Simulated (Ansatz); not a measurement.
Geometry optimisation, RKS BHLYP/def2-SVP in Ansatz.

Input:

```yaml
crystal:
  periodic: [false, false, false]
  atoms:
    - { symbol: O, position_ang: [0.2363, -1.7363, 0.9958] }
    - { symbol: C, position_ang: [-0.1288, -1.0599, -0.0102] }
    - { symbol: Al, position_ang: [0.0477, 0.9003, -0.0461] }
    - { symbol: H, position_ang: [-0.4426, -1.5605, -0.8837] }
    - { symbol: H, position_ang: [-0.3276, 1.7215, -1.3511] }
    - { symbol: H, position_ang: [0.6571, 1.671, 1.2492] }
basis:
  gaussian: { orbitals: def2-SVP }
hamiltonian:
  xc: { name: BHLYP }
relax:
  f_tol: 0.02
  max_steps: 50
```

Launched with:

```bash
$ ansatz run input.yaml --threads 1 --pin off --max-ram 2048MiB --backend cpu --events-out ev --progress --plain --runs-dir out
```

Question: Where does it end, and by what steps?

Answer: The forces met the threshold. After 6 steps the energy has fallen by 0.270 eV; O1 moved furthest, 0.18 Å.

```
step  energy less start (eV)  largest force component (eV/Å)  accepted
   0                  0.0000                           4.713       yes
   1                 -0.0134                           2.579       yes
   2                 -0.2491                           0.373       yes
   3                 -0.2590                           0.204       yes
   4                 -0.2641                           0.224       yes
   5                 -0.2690                           0.140       yes
   6                 -0.2696                           0.020       yes
```

```xyz
6
Properties=species:S:1:pos:R:3
O 0.082 -1.641 1.022
C -0.081 -1.068 -0.026
Al 0.085 0.942 -0.046
H -0.336 -1.683 -0.926
H -0.435 1.764 -1.285
H 0.728 1.622 1.214
```

Time of the run: 13 s on 1 thread of Arm Neoverse V1, with other jobs on the host, peak memory 0.13 GiB.
